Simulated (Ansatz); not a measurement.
Basis-set extrapolation for CHCl2FO, SMILES `OC(F)(Cl)Cl` (PBE0-D4/def2-TZVP geometry, frozen core, the Gaussian-basis code of Ansatz). Multiplicity 1, RHF reference.

```json
{"": "HF", "def2-TZVPP": "-1131.854671", "def2-QZVPP": "-1131.889451"}
{"": "MP2 correlation", "def2-TZVPP": "-1.028359", "def2-QZVPP": "-1.122972"}
{"": "CCSD(T) correlation", "def2-TZVPP": "-1.101868", "def2-QZVPP": "not run"}
```

Energies in hartree. Use E(X) = E(∞) + A·exp(−7.88·√X) for Hartree–Fock and E(X) = E(∞) + B·X^(−2.97) for correlation, with X = 3 and 4, and add CCSD(T) minus MP2 of the smaller set to the MP2 limit.

Problem. What is the CCSD(T) energy at the basis-set limit?

Solution. HF limit: -1131.889451 + (-0.034780) × 0.13774 = -1131.89424. MP2 limit: -1.122972 + (-0.094613) × 0.74074 = -1.19306. Higher-order term: -1.101868 − (-1.028359) = -0.07351. Total: -1133.16081 hartree, 536.3 kJ/mol below CCSD(T)/def2-TZVPP.
